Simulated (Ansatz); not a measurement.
System: zinc-blende HgSe. Method: LDA (Ansatz, an electronic-structure program, plane waves, PAW).

Settings: plane-wave cutoff 520 eV, 10×10×10 k mesh, Fermi–Dirac smearing 0.01 eV, scalar-relativistic PAW data made under PBE.

Equation-of-state points:

```tsv
V (Å³/atom)	E − E_lowest (meV/atom)	P (GPa)
26.190	20.47	4.18
26.747	8.72	2.61
27.305	2.08	1.23
27.862	0.00	0.00
28.419	1.95	-1.10
28.976	7.47	-2.06
29.533	16.17	-2.92
```

Q: Fit the third-order Birch–Murnaghan equation and give B0 and B′.

A: V0 = 27.860 Å³/atom, B0 = 57.9 GPa, B′ = 5.0 (fit to the energies at full precision).

Measured, for comparison: bulk modulus 50 GPa (temperature not stated, not corrected to a static lattice, sources range from 48.5 to 51.6; as tabulated in Toher et al. (2017), arXiv:1611.05714); equilibrium volume per atom 28.16 Å³/atom (293 K, not corrected to a static lattice; as tabulated in Cardona et al. (2009), arXiv:0908.2634). Computed less measured: bulk modulus +16 % (+12 % to +19 % over the range), equilibrium volume per atom -1.1 %. A static lattice is as a rule a little smaller and stiffer than an uncorrected measurement, which can account for part of this in the equilibrium volume per atom.

Spin–orbit coupling is not included; it can shift volumes and moduli of such heavy elements.

Computed values are for the static lattice.
